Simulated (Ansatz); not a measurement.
Input file for Ansatz (an electronic-structure program): U-B2PLYP/def2-TZVPPD on OHC2H6ts, 2S+1 = 2. Files ending in .json are basis or fitting sets from the Basis Set Exchange.

Ansatz 0.2 input:
```yaml
crystal:
  periodic: [false, false, false]
  atoms:
    - {symbol: C, position_ang: [1.45833400, -0.44636500, 0.02547800]}
    - {symbol: C, position_ang: [0.46942300, 0.69742200, -0.02749300]}
    - {symbol: O, position_ang: [-1.85303700, -0.31465900, -0.05305500]}
    - {symbol: H, position_ang: [1.30176400, -1.06107900, 0.91073700]}
    - {symbol: H, position_ang: [1.36658500, -1.08618900, -0.85111800]}
    - {symbol: H, position_ang: [2.48224500, -0.06687900, 0.05715000]}
    - {symbol: H, position_ang: [0.47106900, 1.32544300, 0.86103700]}
    - {symbol: H, position_ang: [0.53352400, 1.30349500, -0.92856000]}
    - {symbol: H, position_ang: [-0.63023200, 0.20781600, -0.07846500]}
    - {symbol: H, position_ang: [-2.26720700, 0.38832100, 0.46575100]}
basis:
  gaussian:
    orbitals: def2-TZVPPD.json
hamiltonian:
  xc: {name: B2PLYP}
magnetization: {spin_polarized: true, initial_magnetization: 1}
correlation: {electrons: outside_noble_gas}
```

Program output:

```
WARN ansatz: RAYON_NUM_THREADS=1 ignored (pool sized by the plan → 1); use --threads N
Functional definition: B2PLYP
integrals: 0.54 GiB planned
1321 factors; integrals over basis functions are off by at most 9.8e-4 eV
mean field: 1.36 GiB planned
mean field evaluation 1: about -4220.2600 eV, gradient 3.6e1 eV
mean field evaluation 2: about -4220.2883 eV, gradient 3.6e1 eV
mean field evaluation 4: about -4225.5822 eV, gradient 5.6e0 eV
mean field evaluation 8: about -4225.7697 eV, gradient 6.5e-1 eV
mean field evaluation 16: about -4225.7799 eV, gradient 2.6e-3 eV
mean field evaluation 32: about -4225.7704 eV, gradient 8.3e-1 eV
mean field -4225.77986809 eV, -155.2945458158 hartree, gradient 8.1e-6 eV, S^2 0.767244; 2 other end points of the search recorded, 0 dependent functions left out
3 core orbitals not correlated
reference -4225.78003927 eV, -155.2945521064 hartree; 11, 10 occupied and 219, 220 virtual orbitals, 1321 factors
second order -19.92901913 eV of doubles, -0.00000000 eV of singles
Total energy: -4231.16087443 eV, -155.4922941515 hartree
```

The calculation finished and met its thresholds.

Cost: about 24 core-seconds (a rough figure).
